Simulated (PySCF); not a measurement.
Compound: C₂H₃F₃.
Bonds: F1–C2, C2–C3, C3–F4, C3–F5. Hydrogens: H6, H7 on C2; H8 on C3.

Method: PBE0-D3(BJ)/def2-TZVP geometry optimisation, gas phase in PySCF; density fitting, grid level 2; the optimiser is geomeTRIC in internal coordinates, started from a GFN2-xTB structure with every atom displaced at random (about 0.01 Å).

The end geometry, which sets the zero of energy:
```
atom  x, y, z in Å
F1      0.6985   -1.6123    0.2855
C2      0.6562   -0.2423    0.3381
C3     -0.6321    0.2398   -0.2821
F4     -0.7165    1.5811   -0.0985
F5     -0.6320    0.0015   -1.6124
H6      1.5037    0.1691   -0.2167
H7      0.6992    0.0786    1.3820
H8     -1.5188   -0.2345    0.1500
```

Question: These geometries come from the run, each turned onto the end geometry. Order them by energy, lowest first.
A.
```
atom  x, y, z in Å
F1      0.6048   -1.6112    0.5739
C2      0.6648   -0.2398    0.3225
C3     -0.6539    0.2523   -0.3116
F4     -0.8680    1.4999    0.0991
F5     -0.5601    0.2708   -1.6584
H6      1.5108   -0.0607   -0.3527
H7      0.8349    0.2627    1.2863
H8     -1.4750   -0.3929   -0.0131
```
B.
```
atom  x, y, z in Å
F1      0.6480   -1.6156    0.4183
C2      0.6588   -0.2448    0.3319
C3     -0.6306    0.2380   -0.2869
F4     -0.7803    1.5518    0.0073
F5     -0.5885    0.1215   -1.6350
H6      1.4996    0.0672   -0.2931
H7      0.7570    0.1783    1.3344
H8     -1.5057   -0.3152    0.0692
```
C.
```
atom  x, y, z in Å
F1      0.6916   -1.6174    0.3496
C2      0.6543   -0.2507    0.3355
C3     -0.6327    0.2339   -0.2818
F4     -0.7246    1.5667   -0.0443
F5     -0.6161    0.0539   -1.6249
H6      1.4916    0.1333   -0.2553
H7      0.7188    0.1273    1.3590
H8     -1.5245   -0.2658    0.1081
```
D.
```
atom  x, y, z in Å
F1      0.7064   -1.6153    0.3063
C2      0.6542   -0.2494    0.3377
C3     -0.6328    0.2356   -0.2809
F4     -0.7085    1.5760   -0.0804
F5     -0.6311    0.0158   -1.6172
H6      1.4944    0.1641   -0.2286
H7      0.7023    0.0936    1.3747
H8     -1.5266   -0.2392    0.1343
```
E.
```
atom  x, y, z in Å
F1      0.5932   -1.6044    0.4490
C2      0.6678   -0.2330    0.3294
C3     -0.6294    0.2490   -0.2912
F4     -0.8514    1.5486    0.0225
F5     -0.5624    0.1649   -1.6385
H6      1.5215    0.0093   -0.3068
H7      0.7924    0.2015    1.3228
H8     -1.4734   -0.3547    0.0589
```

Answer: D (0.002 eV), C (0.006 eV), B (0.015 eV), E (0.031 eV), A (0.095 eV).

In the order of the answer:

```csv
step,E above end (eV),largest force (eV/Å),rms force component (eV/Å),rms distance from end (Å),rms bond change (Å),bond most changed (Å)
6,0.002,0.20,0.058,0.016,0.002,F1–C2 -0.004
5,0.006,0.21,0.064,0.050,0.002,F1–C2 -0.004
4,0.015,0.08,0.034,0.111,0.001,C3–F5 +0.002
2,0.031,0.19,0.066,0.154,0.004,C2–C3 +0.008
0,0.095,1.57,0.430,0.231,0.019,C2–C3 +0.035
```

What follows is the cost of the whole optimisation. Hardware: one thread of an Intel Xeon 6975P-C, shared host. Cost: 58 s of wall time, 0.72 GiB resident at most.
